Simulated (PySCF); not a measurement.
Estimate the missing entries of this data sheet.

Compound: disilane, Si₂H₆.
SMILES with atom numbers: `[SiH3:1][SiH3:2]` (hydrogens: H3, H4, H5 on Si1; H6, H7, H8 on Si2)

Cartesian coordinates in Å at the GFN2-xTB level; atoms count from 1:
```xyz
8
Si2H6 angstrom
Si    -1.1449    0.1169   -0.0210
Si     1.1485   -0.1132    0.0142
H     -1.7852   -0.7864   -0.9814
H     -1.5694    1.4719   -0.3840
H     -1.7570   -0.1664    1.2802
H      1.5659   -1.4717    0.3742
H      1.7895    0.7851    0.9796
H      1.7616    0.1732   -1.2864
```

```tsv
property	level	value
point group of the GFN2-xTB geometry	GFN2-xTB	D3d
rotational constants A, B, C of the GFN2-xTB geometry	GFN2-xTB	45.568, 5.177, 5.176 GHz
dipole moment	PBE0/def2-SVPD	?
HOMO energy	PBE0/def2-SVPD	?
LUMO energy	PBE0/def2-SVPD	0.23 eV
lowest singlet excitation	TDDFT PBE0/def2-SVPD	7.66 eV (162 nm, f = 0.042 summed over 2 states within 0.01 eV)
strongest line among the 8 lowest singlet transitions	TDDFT PBE0/def2-SVPD	S4 at 8.10 eV (153 nm, f = 0.308)
lowest triplet excitation (Tamm–Dancoff)	TDA PBE0/def2-SVPD	?
static isotropic polarisability	PBE0/def2-SVPD	?
electronic spatial extent ⟨r²⟩ about the centre of nuclear charge	PBE0/def2-SVPD	305 bohr²
1H chemical shifts (computed TMS as zero) by class	GIAO PBE0/pcSseg-1	3.45 (H3/H4/H5/H6/H7/H8) ppm
isotropic shieldings of nuclei other than C and H, by class	GIAO PBE0/pcSseg-1	469 (Si1/Si2) ppm
core binding energies	ΔSCF SCAN, pcX-2 on the ionised atom, pcseg-1 elsewhere, spin-free X2C, 2p3/2 from a spin–orbit splitting computed afterwards within the 2p shell	Si2p3/2 106.6 (Si1/Si2), Si1s 1846.3 (Si1/Si2) eV
```

Gas-phase values; electronic properties from PySCF, density fitting. Isolated species at its GFN2-xTB geometry, gas phase.

Problem. What is the dipole moment?

Solution. 0.00 D by symmetry (numerical residue 0.01 D).

Problem. What is the static isotropic polarisability?

Solution. 60.1 au.

Problem. Give the lowest triplet excitation (Tamm–Dancoff).

Solution. 6.59 eV.

Problem. The HOMO energy?

Solution. -8.70 eV.

The rotational constants are those of a prolate symmetric top; the small spread among constants that symmetry makes equal is optimisation noise. Point group D3d forbids a permanent dipole, so the rigid molecule has no electric-dipole pure rotational spectrum. No computed singlet falls in the visible range (750 to 380 nm, 1.65 to 3.26 eV); S1 lies 4.40 eV above its blue end. The vertical singlet–triplet gap S1 − T1 is 1.07 eV (TDDFT singlet less Tamm–Dancoff triplet). The principal polarisabilities are 54.2, 54.2 and 72.1 au; their mean is the isotropic value.
